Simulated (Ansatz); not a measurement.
## Ansatz (development build ahead of 0.2.0) run

```yaml
crystal:
  periodic: [false, false, false]
  atoms:
    - { symbol: C, position_ang: [0.0, 0.0, 0.0] }
    - { symbol: F, position_ang: [0.0, 2.7816, 1.606] }
    - { symbol: Na, position_ang: [0.0, -5.0613, 2.9222] }
basis:
  gaussian: { orbitals: pcseg-2 }
magnetization:
  spin_polarized: true
hamiltonian:
  xc: pbe0
```

The input is written out in the form of the current development build from the run's settings.

Results

- Converged: yes
- Total energy: -299.67971 hartree
- Spin squared of the determinant: 1.525
- Stability test: minimum

Caution: charge can spread falsely over distant fragments; the unrestricted determinant is a mixture of spin states.
